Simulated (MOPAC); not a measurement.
MOPAC input (PM7):

```
PM7 FORCE THERMO(298,298) PRECISE LET GEO-OK AUX(PRECISION=9) THREADS=1
C2H3F

C    -0.01439279 1    0.45401147 1   -0.00219950 1
C     1.17125201 1   -0.14984450 1    0.00487076 1
F    -1.12395099 1   -0.27980327 1   -0.00266961 1
H    -0.22057395 1    1.52588767 1   -0.00800418 1
H     1.31161954 1   -1.22109927 1    0.01043865 1
H     2.10502177 1    0.39042721 1    0.00563210 1
```

From the last part of the output:

```
     H    6   0.815411   3.563460   0.160387   0.042244   0.458571   4.317643

          HEAT OF FORMATION =     -32.267711 KCALS/MOLE

          ZERO POINT ENERGY      26.314 KCAL/MOL

           NORMAL COORDINATE ANALYSIS (Total motion = 1 Angstrom)

   Root No.       1         2         3         4         5         6         7         8

                 1 A'      1 A"      2 A"      2 A'      3 A"      3 A'      4 A'      5 A'

                 495.9     647.1     943.7    1000.3    1074.0    1281.4    1343.6    1414.9

           1   -0.0671   -0.0000   -0.0000    0.0221    0.0000   -0.0179   -0.0180   -0.0330
           2   -0.0962    0.0000    0.0000    0.0060   -0.0000   -0.0289   -0.0722    0.1327
           3    0.0000   -0.0804   -0.1000    0.0000    0.0327    0.0000    0.0000    0.0000
           4   -0.0691    0.0000    0.0000    0.0306   -0.0000   -0.0150    0.0040   -0.0777
           5    0.0658   -0.0000   -0.0000   -0.0931    0.0000   -0.0249    0.0217   -0.0248
           6   -0.0000    0.0111    0.0200   -0.0000   -0.1038    0.0000   -0.0000   -0.0000
           7    0.0984    0.0000    0.0000   -0.0359   -0.0000   -0.0104   -0.0203    0.0414
           8   -0.0001   -0.0000   -0.0000    0.0336    0.0000    0.0616    0.0365   -0.0706
           9   -0.0000    0.0360    0.0125   -0.0000   -0.0008   -0.0000   -0.0000   -0.0000
          10   -0.0991    0.0000    0.0000   -0.0675    0.0000    0.6209   -0.0919    0.1481
          11   -0.0520   -0.0000   -0.0000    0.0757   -0.0000   -0.5140   -0.0061   -0.0332
          12    0.0000    0.0030    0.5970    0.0000    0.0117   -0.0000    0.0000    0.0000
          13   -0.2600   -0.0000    0.0000   -0.2662    0.0000   -0.0497    0.3797    0.1241
          14    0.2101    0.0000   -0.0000    0.1544   -0.0000   -0.0027   -0.2532   -0.1524
          15   -0.0000   -0.3619    0.1960   -0.0000    0.4445   -0.0000   -0.0000   -0.0000
          16    0.1281    0.0000   -0.0000    0.3828    0.0000    0.0183    0.2602    0.2658
          17    0.2062   -0.0000    0.0000    0.1745   -0.0000   -0.0031    0.1746    0.2300
          18    0.0000    0.5076   -0.0745   -0.0000    0.4066    0.0000    0.0000   -0.0000

   Root No.       9        10        11        12

                 6 A'      7 A'      8 A'      9 A'

                1971.5    2709.6    2731.7    2793.4

           1    0.2685   -0.0230   -0.0223   -0.0016
           2   -0.0544   -0.0185   -0.0251   -0.0020
           3   -0.0000   -0.0000    0.0000    0.0000
           4   -0.2355    0.0034    0.0007    0.0466
           5    0.0032    0.0333   -0.0342   -0.0022
           6    0.0000   -0.0000    0.0000    0.0000
           7   -0.0168    0.0004   -0.0004   -0.0005
           8    0.0253   -0.0021   -0.0013    0.0007
           9   -0.0000    0.0000   -0.0000   -0.0000
          10    0.0728    0.2318    0.2431    0.0035
          11    0.1607    0.3018    0.3113    0.0085
          12    0.0000   -0.0000    0.0000    0.0000
          13   -0.0726   -0.1724    0.1773   -0.2627
          14   -0.1341   -0.2191    0.2182   -0.3751
          15   -0.0000    0.0000    0.0000   -0.0000
          16   -0.0767    0.1666   -0.1541   -0.2670
          17    0.1066   -0.2194    0.2027    0.4022
          18    0.0000   -0.0000    0.0000    0.0000

           MASS-WEIGHTED COORDINATE ANALYSIS (NORMAL COORDINATES)

   Root No.       1         2         3         4         5         6         7         8

                 1 A'      1 A"      2 A"      2 A'      3 A"      3 A'      4 A'      5 A'

                 495.9     647.1     943.7    1000.3    1074.0    1281.4    1343.6    1414.9

           1   -0.2901   -0.0000   -0.0000    0.1139    0.0000   -0.0715   -0.0958   -0.1453
           2   -0.4157    0.0000    0.0000    0.0308   -0.0000   -0.1151   -0.3850    0.5847
           3    0.0000   -0.3961   -0.4754    0.0000    0.1588    0.0000    0.0000    0.0000
           4   -0.2985    0.0000    0.0000    0.1576   -0.0000   -0.0598    0.0215   -0.3426
           5    0.2845   -0.0000   -0.0000   -0.4802    0.0000   -0.0994    0.1155   -0.1093
           6   -0.0000    0.0546    0.0950   -0.0000   -0.5045    0.0000   -0.0000   -0.0000
           7    0.5346    0.0000    0.0000   -0.2328   -0.0000   -0.0523   -0.1358    0.2296
           8   -0.0007   -0.0000   -0.0000    0.2181    0.0000    0.3088    0.2445   -0.3911
           9   -0.0000    0.2227    0.0746   -0.0000   -0.0050   -0.0000   -0.0000   -0.0000
          10   -0.1241    0.0000    0.0000   -0.1009    0.0000    0.7169   -0.1418    0.1891
          11   -0.0651   -0.0000   -0.0000    0.1130   -0.0000   -0.5935   -0.0094   -0.0424
          12    0.0000    0.0043    0.8222    0.0000    0.0165   -0.0000    0.0000    0.0000
          13   -0.3255   -0.0000    0.0000   -0.3975    0.0000   -0.0574    0.5862    0.1585
          14    0.2630    0.0000   -0.0000    0.2306   -0.0000   -0.0031   -0.3909   -0.1946
          15   -0.0000   -0.5161    0.2699   -0.0000    0.6261   -0.0000   -0.0000   -0.0000
          16    0.1603    0.0000   -0.0000    0.5717    0.0000    0.0211    0.4017    0.3394
          17    0.2581   -0.0000    0.0000    0.2606   -0.0000   -0.0036    0.2695    0.2937
          18    0.0000    0.7240   -0.1026   -0.0000    0.5727    0.0000    0.0000   -0.0000

   Root No.       9        10        11        12

                 6 A'      7 A'      8 A'      9 A'

                1971.5    2709.6    2731.7    2793.4

           1    0.7228   -0.1401   -0.1348   -0.0083
           2   -0.1464   -0.1127   -0.1516   -0.0098
           3   -0.0000   -0.0000    0.0000    0.0000
           4   -0.6339    0.0207    0.0043    0.2350
           5    0.0087    0.2024   -0.2063   -0.0110
           6    0.0000   -0.0000    0.0000    0.0000
           7   -0.0569    0.0032   -0.0034   -0.0032
           8    0.0856   -0.0159   -0.0102    0.0046
           9   -0.0000    0.0000   -0.0000   -0.0000
          10    0.0568    0.4083    0.4248    0.0050
          11    0.1253    0.5317    0.5441    0.0124
          12    0.0000   -0.0000    0.0000    0.0000
          13   -0.0566   -0.3036    0.3099   -0.3837
          14   -0.1046   -0.3860    0.3814   -0.5478
          15   -0.0000    0.0000    0.0000   -0.0000
          16   -0.0598    0.2934   -0.2693   -0.3899
          17    0.0832   -0.3865    0.3543    0.5873
          18    0.0000   -0.0000    0.0000    0.0000

          DESCRIPTION OF VIBRATIONS

 VIBRATION          1    1A'         ATOM PAIR     ENERGY CONTRIBUTION    RADIAL
 FREQUENCY           495.93         C 1 -- C 2         +22.8% (130.2%)      0.0%
 TRANSITION DIPOLE   0.1255         C 2 -- H 5         +22.0% (127.8%)     91.4%
 TRAVEL (Ang.)       0.2231         C 1 -- F 3         +21.8% (127.4%)      0.2%
 REDUCED MASS        2.7326         C 2 -- H 6         +16.9% (112.2%)     35.0%
 EFFECTIVE MASS     18.5158         C 1 -- H 4         +16.5% (110.9%)     95.3%
 FORCE CONSTANT      0.3960

 VIBRATION          2    1A"         ATOM PAIR     ENERGY CONTRIBUTION    RADIAL
 FREQUENCY           647.07         C 2 -- H 6         +45.7% ( 83.7%)      0.0%
 TRANSITION DIPOLE   0.0224         C 2 -- H 5         +29.3% ( 67.1%)      0.0%
 TRAVEL (Ang.)       0.3884         C 1 -- F 3          +9.3% ( 37.8%)      0.0%
 REDUCED MASS        0.6908         C 1 -- C 2          +8.3% ( 35.7%)      0.0%
 EFFECTIVE MASS      3.1854
 FORCE CONSTANT      0.1704

 VIBRATION          3    2A"         ATOM PAIR     ENERGY CONTRIBUTION    RADIAL
 FREQUENCY           943.67         C 1 -- H 4         +78.8% ( 91.4%)      0.0%
 TRANSITION DIPOLE   0.4181         C 1 -- C 2          +8.7% ( 30.4%)      0.0%
 TRAVEL (Ang.)       0.2571         C 1 -- F 3          +7.6% ( 28.4%)      0.0%
 REDUCED MASS        1.0813         C 2 -- H 5          +3.2% ( 18.5%)      0.0%
 EFFECTIVE MASS      2.8170
 FORCE CONSTANT      0.5673

 VIBRATION          4    2A'         ATOM PAIR     ENERGY CONTRIBUTION    RADIAL
 FREQUENCY          1000.32         C 2 -- H 6         +41.0% ( 87.0%)     21.8%
 TRANSITION DIPOLE   0.4608         C 2 -- H 5         +34.7% ( 80.1%)      9.1%
 TRAVEL (Ang.)       0.2385         C 1 -- C 2         +13.7% ( 50.4%)      0.7%
 REDUCED MASS        1.1851         C 1 -- F 3          +6.9% ( 35.7%)     71.8%
 EFFECTIVE MASS      5.9040
 FORCE CONSTANT      0.6987

 VIBRATION          5    3A"         ATOM PAIR     ENERGY CONTRIBUTION    RADIAL
 FREQUENCY          1073.99         C 2 -- H 5         +48.3% ( 68.9%)      0.0%
 TRANSITION DIPOLE   0.9334         C 2 -- H 6         +41.0% ( 63.4%)      0.0%
 TRAVEL (Ang.)       0.2447         C 1 -- C 2          +9.5% ( 30.5%)      0.0%
 REDUCED MASS        1.0489         C 1 -- F 3          +0.7% (  8.1%)      0.0%
 EFFECTIVE MASS      2.9550
```
